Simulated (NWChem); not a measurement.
All runs are NWChem calculations. System: HS, charge 0, spin multiplicity 2, at a geometry optimised with UPBE0/def2-SVP. The structure started from a generated list of species. Its SCF solution wasn't tested for a lower state. Level: UPBE/cc-pVDZ.

Input file:

```
start mol
memory heap 200 mb stack 900 mb global 1100 mb
geometry units angstroms nocenter noautoz
  S      0.000000     0.000000     0.079634
  H      0.000000     0.000000    -1.274140
  symmetry group C2v
end
basis spherical
  * library cc-pvdz
end
dft
  xc xpbe96 cpbe96
  odft
  mult 2
  semidirect memsize 60000000 filesize 0
  iterations 100
end
task dft energy
```

Output (cleaned and shortened):

```
             Northwest Computational Chemistry Package (NWChem) 7.3.0
             --------------------------------------------------------

                                NWChem Input Module
                                -------------------

 Scaling coordinates for geometry "geometry" by  1.889725989
 (inverse scale =  0.529177249)

 Turning off AUTOSYM since
 SYMMETRY directive was detected!

                             Geometry "geometry" -> ""
                             -------------------------

 Output coordinates in angstroms (scale by  1.889725989 to convert to a.u.)

  No.       Tag          Charge          X              Y              Z
 ---- ---------------- ---------- -------------- -------------- --------------
    1 S                   16.0000     0.00000000     0.00000000     0.07963400
    2 H                    1.0000     0.00000000     0.00000000    -1.27414000

 Effective nuclear repulsion energy (a.u.)       6.2542462656

            Nuclear Dipole moment (a.u.)
            ----------------------------
        X                 Y               Z
 ---------------- ---------------- ----------------
     0.0000000000     0.0000000000     0.0000075589

      Symmetry information
      --------------------

 Group name             C2v
 Group number             16
 Group order               4
 No. of unique centers     2

      Symmetry unique atoms

     1    2


 Summary of "ao basis" -> "" (spherical)
 ------------------------------------------------------------------------------
       Tag                 Description            Shells   Functions and Types
 ---------------- ------------------------------  ------  ---------------------
 *                          cc-pvdz                   on all atoms

  pbe96 is a nonlocal functional; adding pw91lda local functional.

                                 NWChem DFT Module
                                 -----------------

 Summary of "ao basis" -> "ao basis" (spherical)
 ------------------------------------------------------------------------------
       Tag                 Description            Shells   Functions and Types
[...]
  ----- ------------  ---------------      ----- ------------  ---------------
     8      0.556178  1 S  px                11      0.549036  1 S  px
    21      0.025076  2 H  px

 Vector    9  Occ=0.000000D+00  E=-2.050063D-01  Symmetry=b2
              MO Center= -1.2D-16, -3.9D-16,  5.4D-02, r^2= 1.4D+00
   Bfn.  Coefficient  Atom+Function         Bfn.  Coefficient  Atom+Function
  ----- ------------  ---------------      ----- ------------  ---------------
     9      0.551555  1 S  py                12      0.553297  1 S  py
    22      0.026997  2 H  py

 Vector   10  Occ=0.000000D+00  E= 7.215253D-03  Symmetry=a1
              MO Center= -1.6D-16, -1.5D-16, -8.4D-01, r^2= 2.7D+00
   Bfn.  Coefficient  Atom+Function         Bfn.  Coefficient  Atom+Function
  ----- ------------  ---------------      ----- ------------  ---------------
    20      1.373121  2 H  s                 13      0.885103  1 S  pz
     4     -0.822144  1 S  s                 10      0.353830  1 S  pz
    19      0.310252  2 H  s                  3     -0.148482  1 S  s
    16      0.092323  1 S  d  0               2      0.029322  1 S  s

 Vector   11  Occ=0.000000D+00  E= 2.820009D-01  Symmetry=a1
              MO Center=  2.9D-16,  3.0D-16, -9.1D-01, r^2= 2.3D+00
   Bfn.  Coefficient  Atom+Function         Bfn.  Coefficient  Atom+Function
  ----- ------------  ---------------      ----- ------------  ---------------
    20      1.053791  2 H  s                 19     -0.860053  2 H  s
    16     -0.434778  1 S  d  0              13     -0.240667  1 S  pz
     3     -0.222478  1 S  s                  2     -0.155091  1 S  s
    10      0.098800  1 S  pz                 4     -0.037255  1 S  s
     7      0.036153  1 S  pz

   alpha - beta orbital overlaps
   -----------------------------

   alpha      1      2      3      4      5      6      7      8      9     10
    beta      1      2      4      3      5      6      7      9      8     10
 overlap   1.000  1.000  1.000  1.000  1.000  0.998  0.999  1.000  1.000  0.999

   alpha     11     12     13     14     15     16     17     18     19     20
    beta     11     14     12     16     13     15     17     18     19     20
 overlap   0.997  0.996  0.999  0.996  1.000  1.000  1.000  0.992  0.996  0.998

   alpha     21     22     23
    beta     21     22     23
 overlap   1.000  1.000  1.000

     --------------------------
     Expectation value of S2:
     --------------------------
      <S2> =      0.7525 (Exact =     0.7500)

 center of mass
 --------------
 x =   0.00000000 y =   0.00000000 z =   0.07230910

 moments of inertia (a.u.)
 ------------------
           6.394353227038           0.000000000000           0.000000000000
           0.000000000000           6.394353227038           0.000000000000
           0.000000000000           0.000000000000           0.000000000000

     Multipole analysis of the density
     ---------------------------------

     L   x y z        total         alpha         beta         nuclear
     -   - - -        -----         -----         ----         -------
     0   0 0 0     -0.000000     -9.000000     -8.000000     17.000000

     1   1 0 0     -0.000000     -0.000000     -0.000000      0.000000
     1   0 1 0     -0.000000     -0.000000     -0.000000      0.000000
     1   0 0 1     -0.379753     -0.241756     -0.138004      0.000008

     2   2 0 0    -11.424863     -6.165593     -5.259270      0.000000
     2   1 1 0     -0.000000     -0.000000     -0.000000      0.000000
     2   1 0 1     -0.000000     -0.000000     -0.000000      0.000000
     2   0 2 0     -9.420427     -6.207981     -3.212446      0.000000
     2   0 1 1     -0.000000     -0.000000     -0.000000      0.000000
     2   0 0 2     -8.800383     -7.891160     -7.068944      6.159721

 Task  times  cpu:        0.4s     wall:        0.4s

 Total times  cpu:        0.4s     wall:        0.4s
```
